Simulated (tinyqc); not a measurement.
Starting guesses with DIIS over 6 matrices: SCF starting guesses in the sto-3g basis, for CH4, spin multiplicity 1. Computed by the program tinyqc with PySCF. Command: `OMP_NUM_THREADS=1 python tinyqc.py 110856 110857 out.jsonl`; one thread of a shared host (Intel(R) Xeon(R) Processor @ 2.60GHz), about 0.4 s.

Geometry (angstrom):

| atom | x | y | z |
|---|---|---|---|
| C | 0.0000 | 0.0000 | 0.0000 |
| H | 0.6040 | 0.6040 | 0.6040 |
| H | 0.6040 | -0.6040 | -0.6040 |
| H | -0.6040 | 0.6040 | -0.6040 |
| H | -0.6040 | -0.6040 | 0.6040 |

lowest restricted solution found by these runs and by PySCF = -39.721983 hartree

RHF with one setting changed at a time; a run stops when the energy changes by less than 1e-09 hartree and the error matrix is below 1e-5. Starts: the lowest orbitals of the core Hamiltonian, of the Wolfsberg-Helmholz matrix (K = 1.75), projected atomic densities, random orbitals, and the highest orbitals of the core Hamiltonian (a deliberately bad start).

Largest element of the error matrix X^T (FDS - SDF) X:

| iteration | core | Wolfsberg-Helmholz | atomic densities | random | highest core orbitals |
|---|---|---|---|---|---|
| 1 | 6.2e-01 | 3.1e-01 | 1.1e+00 | 5.1e+00 | 2.0e-01 |
| 2 | 2.1e-01 | 5.4e-02 | 3.3e-02 | 5.1e-01 | 5.3e-01 |
| 3 | 2.1e-02 | 6.5e-03 | 9.2e-03 | 1.1e-01 | 4.9e-01 |
| 4 | 1.8e-03 | 1.4e-03 | 2.4e-04 | 1.6e-02 | 6.1e-01 |
| 5 | 2.7e-04 | 5.0e-06 | 1.5e-06 | 1.7e-03 | 6.2e-01 |
| 6 | 2.8e-06 | 4.8e-08 | 2.0e-08 | 2.2e-04 | 6.2e-01 |
| 8 | - | - | - | 1.6e-06 | 5.6e-02 |
| 10 | - | - | - | - | 1.1e-03 |
| 14 | - | - | - | - | 1.7e-07 |

How each run ends:

| run | iterations | E (hartree) | state |
|---|---|---|---|
| core | 7 | -39.721983 | lowest found |
| Wolfsberg-Helmholz | 6 | -39.721983 | lowest found |
| atomic densities | 6 | -39.721983 | lowest found |
| random | 9 | -39.721983 | lowest found |
| highest core orbitals | 14 | -39.721983 | lowest found |

5 of 5 runs reach the lowest restricted solution found, in 6 to 14 iterations (fastest: Wolfsberg-Helmholz, atomic densities). The first errors are 6e-01, 3e-01, 1e+00, 5e+00, 2e-01; the deliberately bad start has the smallest one, so a small first error does not mark a good start.
